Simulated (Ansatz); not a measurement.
Born–Oppenheimer molecular dynamics of CNO (3 atoms, charge -1, multiplicity 1). It starts from a relaxed structure.

Level of theory: Ansatz 0.2.0, UHF/def2-SVP.

```yaml
ensemble: NVT, Langevin thermostat
time_step: 1 fs
steps_asked: 250
set_temperature: 50 K
friction: 0.005 /fs
seed: 994039
```

First frame:

```xyz
3
Properties=species:S:1:pos:R:3
N 0.948 0.414 0.567
C 0.012 0.006 0.007
O -0.959 -0.419 -0.574
```

Q: How far do the bonds stretch over the last three quarters of this one trajectory? (Pairs bonded in most of those frames.)

A: 
| bond | mean (Å) | spread (Å) | shortest | longest |
| --- | --- | --- | --- | --- |
| N1–C2 | 1.165 | 0.007 | 1.15 | 1.18 |
| C2–O3 | 1.209 | 0.012 | 1.19 | 1.23 |

Mean temperature of the second half: 42 K. The mean temperature of the second half is 16 % below the set value. A run of 0.25 ps of so small a system gives no equilibrium averages. Limits of this set-up: an anion without diffuse functions.

Time of the run: 65 s on 1 thread of Arm Neoverse V1, on a shared host, peak memory 0.078 GiB.
